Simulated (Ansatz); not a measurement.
`OC(O)(O)F`. The species carries charge 0 and has multiplicity 1.

Z-matrix (Å, degrees):
```
C
O 1 1.361
O 1 1.384 2 113.5
O 1 1.361 2 105.9 3 125.2
F 1 1.366 2 110.3 3 -115.4
H 2 0.963 1 107.2 3 55.3
H 3 0.963 1 106.7 2 60.5
H 4 0.963 1 107.2 2 179.6
```

**Question.** Give the diagnostics of a CCSD(T)/def2-TZVPP run (frozen core, Ansatz). (Estimate.)

**Answer.** Computed: T1 = 0.0110, largest single amplitude 0.014, largest double 0.020, (T) share of the correlation energy 3.4 %, 9 CCSD cycles. The RHF solution is stable towards an unrestricted one. T1 lies under the customary mark of 0.02 for closed shells.
